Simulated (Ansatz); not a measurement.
# C3H7Cl (1-chloropropane): from total energies to a heat of formation

The species is C3H7Cl (11 atoms), meant as a singlet with charge 0. As SMILES, `CCCCl`. The shape is that of a PBE0-D4/def2-TZVP optimisation. This is one conformer, not always the lowest.

Total energies at CCSD/6-31G* (spherical functions), 8 core orbitals frozen (Ansatz 0.2.0); the atoms run unrestricted:

| species | state | energy (Eh) |
| --- | --- | --- |
| C3H7Cl | singlet | -577.734414 |
| C | triplet | -37.750356 |
| Cl | doublet | -459.565940 |
| H | doublet | -0.498233 |

Harmonic wavenumbers at PBE0-D4/def2-TZVP, in cm⁻¹: 137, 215, 295, 424, 678, 796, 873, 911, 1057, 1088, 1116, 1238, 1281, 1331, 1378, 1410, 1468, 1475, 1492, 1498, 3039, 3052, 3081, 3095, 3125, 3138, 3151.

Measured heats of formation of the gaseous atoms at 298.15 K, in kJ/mol: C 716.9, Cl 121.3, H 218.0. Spin-orbit lowering of the atoms at 298 K (mean of the ground term's levels less their thermal mean, from spectra), in kJ/mol: C 0.02, Cl 3.44. Take 1 Eh = 2625.50 kJ/mol, 1 cm⁻¹ = 0.0119627 kJ/mol, RT = 2.479 kJ/mol.

Question: What heat of formation follows?

Answer: 
1. Electronic atomisation energy: 3 × (-37.750356) + (-459.565940) + 7 × (-0.498233) − (-577.734414) = 1.429775 Eh = 3753.9 kJ/mol.
2. Zero-point energy: half the sum of the wavenumbers, 20921 cm⁻¹ = 250.3 kJ/mol.
3. Thermal vibrational enthalpy, Σ hcν̃/(exp(hcν̃/kT) − 1): 6.3 kJ/mol. Translation, rotation and pV of a non-linear molecule: 4 RT = 9.9 kJ/mol.
4. The 11 free atoms carry 5/2 RT each: 68.2 kJ/mol.
5. Spin-orbit coupling lowers the free atoms by 3 × 0.02 + 3.44 = 3.5 kJ/mol.
6. Atomisation enthalpy at 298 K: 3753.9 − 3.5 − 250.3 − 6.3 − 9.9 + 68.2 = 3552.1 kJ/mol.
7. Sum of the atoms' heats of formation: 3798.0 kJ/mol. Heat of formation: 3798.0 − 3552.1 = +245.9 kJ/mol.

The tabulated value is -131.9 kJ/mol (CRC Handbook of Chemistry and Physics), so this level is off by +377.8 kJ/mol, or 9.6 % of the atomisation enthalpy. Coupled cluster needs large bases for atomisation: in a finite one the molecule is underbound. A double-zeta basis underbinds. Anharmonicity and any spin-orbit splitting of the molecule are left out, and so is core correlation.
